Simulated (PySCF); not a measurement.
## Worked example for `C[C@@H](F)C#P` (C3H4FP): deprotonation at atom C2

Optimised structure (Å), atoms numbered from 1:
```
C    -0.9450   -0.4720    0.0351
C     0.1502    0.5897   -0.0087
F     0.1076    1.3481    1.1864
C     1.4947    0.0289   -0.1839
P     2.9189   -0.5897   -0.3680
H    -0.7564   -1.1869    0.8591
H    -0.9696   -1.0315   -0.9209
H    -1.9289    0.0132    0.1891
H    -0.0475    1.3113   -0.8361
```

Level of theory: PBE0-D3(BJ)/ma-def2-TZVP single points in PySCF, grid level 2; every species was optimised with PBE-D3(BJ)/ma-def2-SVP. Zero-point and thermal terms (298.15 K, 1 bar) come from unscaled PBE-D3(BJ)/ma-def2-SVP harmonic frequencies, with soft modes damped to free rotors in the entropy.

Step: `C[C@@H](F)C#P` → `C[C-](F)C#P` + H⁺.

| species | charge | multiplicity | E / Eh |
| --- | --- | --- | --- |
| `C[C@@H](F)C#P` | 0 | 1 | -557.598254 |
| `C[C-](F)C#P` | -1 | 1 | -557.017877 |

Thermal terms, products less reactant: Δ(H − E) = -29.06 kJ/mol, Δ(G − E) = -63.02 kJ/mol (the bare proton has no electronic energy, H = 5/2 RT). 1 Eh = 2625.50 kJ/mol.

Q: What are ΔE, ΔH and ΔG of this step?

A: ΔE = 0.580377 Eh = 1523.78 kJ/mol; ΔH = 1494.7 kJ/mol; ΔG = 1460.8 kJ/mol, all in the gas phase at 298.15 K and 1 bar. The digits show the arithmetic; the method itself can be off by 10 kJ/mol or more.

Known limits: C1 is not listed: the run failed or kept an imaginary mode, or the ion rearranged or equalled another.
